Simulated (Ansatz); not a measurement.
Anatase TiO₂ (metastable phase), treated with PBEsol-D3(BJ) (plane waves, PAW; Ansatz, a program for electronic structure).

Settings: plane-wave cutoff 520 eV, 12×12×12 k mesh, Fermi–Dirac smearing 0.01 eV, no spin polarisation, scalar-relativistic PAW data made under PBE.

The cell is scaled about its equilibrium volume:

Shape and atoms are relaxed at each volume.

```csv
V (Å³/atom),P (GPa),direct gap at Γ (eV),smallest gap on the k mesh (eV),c (Å)
10.693,7.67,2.646,2.007,9.146
10.915,3.74,2.628,2.052,9.299
11.138,0.00,2.604,2.088,9.443
11.361,-3.51,2.575,2.114,9.578
11.584,-6.82,2.540,2.130,9.703
```

The fundamental gap (2.08 eV at the equilibrium volume, with added k points) lies elsewhere than Γ–Γ.

Note: the bulk modulus comes from volumes at which shape and atoms were relaxed.
